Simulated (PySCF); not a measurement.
Task: What does the PBE0-D3(BJ)/def2-SVP structure of InChI=1S/C5H7F/c6-5-3-1-2-4-5/h3H,1-2,4H2 look like in three dimensions?

Result: 
```xyz
13
C5H7F angstrom
F     -1.5423    2.3391   -0.1048
C     -0.7619    1.2741    0.0353
C      0.5458    1.2873    0.2946
C      1.0773   -0.1172    0.3100
C     -0.2001   -0.9868    0.3470
C     -1.3402   -0.0898   -0.1625
H      1.1455    2.1898    0.4206
H      1.6823   -0.3164   -0.5938
H      1.7377   -0.3187    1.1691
H     -0.0983   -1.9154   -0.2314
H     -0.4082   -1.2772    1.3881
H     -1.5705   -0.2532   -1.2311
H     -2.2859   -0.2257    0.3864
```

Any rigid rotation of these coordinates is as good. Atoms count from 1 in this order. The 5-membered ring C2–C3–C4–C5–C6 has internal angles of 101.6° to 114.5° (sum 536°, against 540° for a flat polygon); it is puckered, 0.09 Å rms from its mean plane, widest ring torsion 20°. The 5 C–C bonds span 1.333 Å (C2=C3, drawn double) to 1.546 Å (C4–C5, drawn single), a spread of 0.213 Å.

Bonds between heavy atoms (Å): F1–C2 1.328, C2=C3 1.333, C3–C4 1.502, C4–C5 1.546, C5–C6 1.537, C2–C6 1.495.

Theory: PySCF 2.14.0, PBE0-D3(BJ)/def2-SVP geometry optimisation, gas phase.

No frequency check. The numbers are those of one conformer (C2–C3–C4–C5 -13°, C3–C4–C5–C6 20°, C4–C5–C6–C2 -20°, F1–C2–C6–C5 -170°).
